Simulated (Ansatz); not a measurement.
**N2O (nitrous oxide): levels of theory compared**

Wanted: a comparison of 6 runs (UHF/STO-3G, BHLYP/STO-3G, UB3LYP/STO-3G, r2SCAN/STO-3G, r2SCAN0/STO-3G, wB97M-V/STO-3G) of N2O (nitrous oxide). 

Program for the calculation: Ansatz 0.2.0.

30 further runs of the same task are left out: 6 that didn't finish, 24 set aside as unsound or not needed.

## (1) The molecule

N2O has 3 atoms, charge 0, and is taken as a singlet. SMILES: `N#[N+][O-]`. The O3–N2 distance was set to 2.349 Å, away from the relaxed value. At this shape a bond of the SMILES string is far longer than usual.

Bond lengths: N1–N2 1.118 Å. A long bond or contact: N2–O3 2.349 Å.

## (2) The energy at UHF/STO-3G (run 1)

File molecule.yaml:

```yaml
crystal:
  periodic: [false, false, false]
  atoms:
    - {symbol: N, position_ang: [-1.040209, 2.035618, -0.341403]}
    - {symbol: "N", position_ang: [-0.536909, 1.050818, -0.176303]}
    - {symbol: O, position_ang: [0.520100, -1.017800, 0.170700]}
basis:
  gaussian: {orbitals: STO-3G}
magnetization: {spin_polarized: true, initial_magnetization: 0}
hamiltonian: {xc: hf}
accuracy: high
```

The run is started by

```bash
$ ansatz run molecule.yaml --threads 1 --pin off --max-ram 2610MiB --events-out events.jsonl --progress --plain --runs-dir runs
```

Standard output:

```text
Warning: RAYON_NUM_THREADS=1 ignored (pool sized by the plan → 1); use --threads N
Functional definition: HF
  name "HF"
  exchange = exact_x
  correlation = 0
235 factors; integrals over basis functions are off by at most 2.3e-8 eV
mean field evaluation 1: about -4925.7180 eV, gradient 1.9e1 eV
mean field evaluation 2: about -4925.7267 eV, gradient 1.9e1 eV
mean field evaluation 4: about -4929.7706 eV, gradient 2.3e0 eV
mean field evaluation 8: about -4929.7933 eV, gradient 5.8e-4 eV
mean field evaluation 16: about -4929.7933 eV, gradient 1.2e-3 eV
mean field evaluation 32: about -4930.2059 eV, gradient 2.6e0 eV
mean field evaluation 64: about -4932.1169 eV, gradient 4.3e-9 eV
mean field evaluation 96: about -4932.1169 eV, gradient 2.8e-8 eV
mean field evaluation 128: about -4932.1116 eV, gradient 3.5e-2 eV
mean field evaluation 160: about -4932.0693 eV, gradient 5.3e-1 eV
mean field evaluation 192: about -4932.0970 eV, gradient 2.7e-1 eV
mean field evaluation 224: about -4931.9896 eV, gradient 2.4e-1 eV
mean field evaluation 256: about -4931.8784 eV, gradient 4.3e-2 eV
mean field evaluation 288: about -4929.2957 eV, gradient 4.3e-1 eV
mean field evaluation 320: about -4932.1169 eV, gradient 1.9e-7 eV
mean field -4932.11686477 eV, -181.2519516713 hartree, gradient 1.3e-8 eV, S^2 0.997667; 6 other end points of the search recorded, 0 dependent functions left out
reference -4932.11686477 eV, -181.2519516713 hartree; 11, 11 occupied and 4, 4 virtual orbitals, 235 factors
Total energy: -4932.11686477 eV, -181.2519516713 hartree
```

It took 0.61 s on 1 thread of Intel Xeon Platinum 8375C at 2.90GHz (Ice Lake), shared host.

## (3) A single-point energy at BHLYP/STO-3G (run 2)

File in.yaml:

```yaml
crystal:
  periodic: [false, false, false]
  atoms:
    - {symbol: "N", position_ang: [-1.040209, 2.035618, -0.341403]}
    - {symbol: "N", position_ang: [-0.536909, 1.050818, -0.176303]}
    - {symbol: O, position_ang: [0.520100, -1.017800, 0.170700]}
basis:
  gaussian: {orbitals: STO-3G}
accuracy: high
hamiltonian: {xc: {name: BHLYP}}
```

The run is started by

```bash
$ ansatz run in.yaml --threads 1 --pin off --max-ram 2610MiB --events-out events.jsonl --progress --plain --runs-dir runs
```

Standard output:

```text
Warning: RAYON_NUM_THREADS=1 ignored (pool sized by the plan → 1); use --threads N
Functional definition: BHLYP
  name "BHLYP"
  parameter a = 0.5
  exchange = (1 - a)*b88_x + a*exact_x
  correlation = lyp_c
235 factors; integrals over basis functions are off by at most 2.3e-8 eV
mean field evaluation 1: about -4949.0697 eV, gradient 1.4e1 eV
mean field evaluation 2: about -4950.2298 eV, gradient 5.1e0 eV
mean field evaluation 4: about -4950.3030 eV, gradient 2.6e-1 eV
mean field evaluation 8: about -4950.2842 eV, gradient 4.4e-3 eV
mean field evaluation 16: about -4950.2842 eV, gradient 6.5e-6 eV
mean field evaluation 32: about -4950.2841 eV, gradient 1.5e-1 eV
mean field -4950.28418997 eV, -181.9195885583 hartree, gradient 6.2e-8 eV, S^2 0.000000; 4 other end points of the search recorded, 0 dependent functions left out
reference -4950.28420285 eV, -181.9195890316 hartree; 11, 11 occupied and 4, 4 virtual orbitals, 235 factors
Total energy: -4950.28420285 eV, -181.9195890316 hartree
```

Wall time 1 s (1 thread of Intel Xeon Platinum 8375C at 2.90GHz (Ice Lake), shared host).

Runs 3 to 4 aren't shown in full; the table further down has their settings and results.

## (4) The energy at r2SCAN0/STO-3G (run 5)

File molecule.yaml:

```yaml
crystal:
  periodic: [false, false, false]
  atoms:
    - {symbol: "N", position_ang: [-1.040209, 2.035618, -0.341403]}
    - {symbol: "N", position_ang: [-0.536909, 1.050818, -0.176303]}
    - {symbol: O, position_ang: [0.520100, -1.017800, 0.170700]}
basis:
  gaussian:
    orbitals: STO-3G
hamiltonian:
  xc: {name: r2SCAN0}
accuracy: high
```

The run is started by

```bash
$ ansatz run molecule.yaml --threads 1 --pin off --max-ram 2610MiB --events-out events.jsonl --progress --plain --runs-dir runs
```

Standard output:

```text
Warning: RAYON_NUM_THREADS=1 ignored (pool sized by the plan → 1); use --threads N
Functional definition: r2SCAN0
  name "r2SCAN0"
  parameter a = 0.25
  parameter k0 = 0.174
  parameter k1 = 0.065
  parameter a1 = 4.9479
  exchange = (1 - a)*r2scan_x(k0 = k0, k1 = k1, a1 = a1) + a*exact_x
  correlation = r2scan_c
235 factors; integrals over basis functions are off by at most 2.3e-8 eV
mean field evaluation 1: about -4949.1778 eV, gradient 9.2e0 eV
mean field evaluation 2: about -4949.6658 eV, gradient 5.7e0 eV
mean field evaluation 4: about -4949.7637 eV, gradient 2.8e-1 eV
mean field evaluation 8: about -4949.7253 eV, gradient 1.7e-3 eV
mean field evaluation 16: about -4949.7253 eV, gradient 2.3e-7 eV
mean field evaluation 32: about -4949.7253 eV, gradient 1.9e-8 eV
mean field -4949.72527819 eV, -181.8990489291 hartree, gradient 1.9e-8 eV, S^2 0.000000; 4 other end points of the search recorded, 0 dependent functions left out
reference -4949.72527830 eV, -181.8990489331 hartree; 11, 11 occupied and 4, 4 virtual orbitals, 235 factors
Total energy: -4949.72527830 eV, -181.8990489331 hartree
```

It took 2.5 s on 1 thread of Intel Xeon Platinum 8375C at 2.90GHz (Ice Lake), shared host; peak memory 0.12 GiB.

## (5) The energy at wB97M-V/STO-3G (run 6)

File run.yaml:

```yaml
crystal:
  periodic: [false, false, false]
  atoms:
    - {symbol: "N", position_ang: [-1.040209, 2.035618, -0.341403]}
    - {symbol: "N", position_ang: [-0.536909, 1.050818, -0.176303]}
    - {symbol: O, position_ang: [0.520100, -1.017800, 0.170700]}
basis:
  gaussian:
    orbitals: STO-3G
hamiltonian:
  xc: {name: wB97M-V}
accuracy: high
```

The run is started by

```bash
$ ansatz run run.yaml --threads 1 --pin off --max-ram 2610MiB --events-out events.jsonl --progress --plain --runs-dir runs
```

Standard output, cut to the lines that bear on the results:

```text
Warning: RAYON_NUM_THREADS=1 ignored (pool sized by the plan → 1); use --threads N
Functional definition: wB97M-V
  name "wB97M-V"
[...]
  gx(w, u) = 1 - cx + cx01*u + cx10*w
  gss(w, u) = css00 + css04*u^4 + css10*w + css20*w^2 + css43*w^4*u^3
  gos(w, u) = cos00 + cos10*w + (cos20 + cos21*u)*w^2 + (cos60 + cos61*u)*w^6
[...]
      + integral(e_c_pw_mod_opposite_spin*gos(b97_w_opposite, b97_u_opposite)) + vv10(b, c)
235 factors; integrals over basis functions are off by at most 2.3e-8 eV
121 factors; integrals over basis functions are off by at most 6.4e-10 eV
[...]
mean field -4952.66982452 eV, -182.0072590110 hartree, gradient 2.2e-8 eV, S^2 0.000000; 4 other end points of the search recorded, 0 dependent functions left out
reference -4952.66982560 eV, -182.0072590504 hartree; 11, 11 occupied and 4, 4 virtual orbitals, 235 factors
Total energy: -4952.66982560 eV, -182.0072590504 hartree
```

It took 14 s on 1 thread of Intel Xeon Platinum 8375C at 2.90GHz (Ice Lake), shared host; peak memory 0.21 GiB.

## (6) Overview of the runs

```tsv
run	level	energy (Eh)	wall time
1	UHF/STO-3G	-181.251952	0.61 s
2	BHLYP/STO-3G	-181.919589	1 s
3	UB3LYP/STO-3G	-182.047736	22 s
4	r2SCAN/STO-3G	-181.913024	4.8 s
5	r2SCAN0/STO-3G	-181.899049	2.5 s
6	wB97M-V/STO-3G	-182.007259	14 s
```

## (7) Outcome

| quantity | value |
| --- | --- |
| run 6: total energy | -182.00726 Eh |

What this shows: Totals of different functionals can't be ranked against each other. In runs 1, 2, 3, 4, 5, 6 the basis is minimal, so the values are rough. In runs 2, 4, 5, 6 a closed-shell determinant meets a far-stretched bond, which it describes badly. Spin contamination of the reference: run 1 ⟨S²⟩ = 1.00, run 3 ⟨S²⟩ = 1.00. Where it is this large, the reference is a mixture of spin states, and values that rest on it are in doubt. All runs together took 45 s, the longest 22 s.
